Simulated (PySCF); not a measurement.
O₂, SMILES O=O (connectivity only; charge and spin as stated), charge +1, multiplicity 2.

Coordinates come from a PBE0-D3(BJ)/def2-TZVPD optimisation.

Level of theory: PySCF with PBE0-D3(BJ)/def2-TZVPD.

No scaling factor is applied to the harmonic values.

| mode | ν (cm⁻¹) | IR (km/mol) | moving atoms (share of kinetic energy) |
|---|---|---|---|
| 1 | 2129 | 0.0 | O 100 % |
